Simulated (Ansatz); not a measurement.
System: zinc-blende BeSe. Method: G0W0@PBE (Ansatz, a program for electronic structure, hard PAW, contour deformation).

The same calculation (at the measured cell, 16.965 Å³/atom) with different numerical settings; throughout: k mesh 2×2×2:

| run | response cutoff (eV) | empty bands | quasiparticle gap on the mesh (eV) | quasiparticle gap at Γ (eV) | rough time |
|---|---|---|---|---|---|
| 1 | 100 | 142 | 3.286 | 5.551 | 6 core-s |
| 2 | 150 | 260 | 3.418 | 5.596 | 7 core-s |
| 3 | 200 | 400 | 3.476 | 5.613 | 20 core-s |
| 4 | 250 | 559 | 3.501 | 5.619 | 50 core-s |
| 5 | 300 | 735 | 3.518 | 5.623 | 70 core-s |
| 6 | 400 | 1132 | 3.541 | 5.625 | 100 core-s |
| 7 | 500 | 1582 | 3.551 | 5.624 | 5 core-min |

In the column quasiparticle gap on the mesh (eV) the first row differs from the last by -0.265 and the next to last by -0.010.

The last row is no converged limit: other settings stay fixed.

Spin–orbit coupling is not included.
